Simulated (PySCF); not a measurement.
Core-level binding energies of pyrazolidine

Compound: pyrazolidine, C3H8N2.
Geometry (GFN2-xTB, Å), atoms numbered from 1 in this order:
```xyz
13
C3H8N2 angstrom
C      0.1591    1.0213   -0.1445
C      1.1775   -0.0674    0.2639
N      0.5040   -1.3519    0.0573
N     -0.8808   -1.1130    0.2652
C     -1.1561    0.2195   -0.2794
H      0.4315    1.4913   -1.0878
H      0.0814    1.7959    0.6162
H      2.1056   -0.0247   -0.3027
H      1.4144    0.0110    1.3297
H      0.6040   -1.6435   -0.9143
H     -1.0268   -1.1124    1.2738
H     -1.9952    0.6805    0.2382
H     -1.4230    0.0937   -1.3334
```

Method: delta-SCF UKS SCAN, pcX-2 on the ionised atom, pcseg-1 elsewhere, spin-free X2C (PySCF). Each binding energy is the total energy of the core-ionised species, with the hole localised on one atom, minus that of the ground state; both are solved self-consistently, so orbital relaxation is included.

Q: Give the core binding energies atom by atom.

A: 
```json
{"atom(s)": "C1", "environment": "ring CH2 carbon", "level": "C 1s", "binding energy (eV)": "290.56", "above the level's lowest (eV)": "0.00", "count": "1"}
{"atom(s)": "C2/C5", "environment": "sp3 carbon bound to nitrogen", "level": "C 1s", "binding energy (eV)": "291.25", "above the level's lowest (eV)": "+0.69", "count": "2"}
{"atom(s)": "N3/N4", "environment": "hydrazine nitrogen", "level": "N 1s", "binding energy (eV)": "405.35", "above the level's lowest (eV)": "0.00", "count": "2"}
```

The listed C 1s values span 0.69 eV, from C1 (bonded to 2 C and 2 H) to C2/C5 (bonded to N, C and 2 H).

Q: Give the binding energy of C 1s of C2/C5 in hartree and in kJ/mol.

A: 291.25 eV = 10.7032 Eh = 28101 kJ/mol.

Q: What is the longest wavelength that can ionise C 1s of C2/C5 vertically?

A: λ = hc/E = 12398.42 eV Å / 291.25 eV = 42.570 Å.

Atoms equivalent by their bonding share one computed value, that of the first of them. Geometry: GFN2-xTB, one conformer, isolated molecule.

The run took 27 s wall on one thread of an Arm Neoverse V1, shared host with 32 logical CPUs at a one-minute load of 11, and the process peaked at 0.60 GiB of memory.
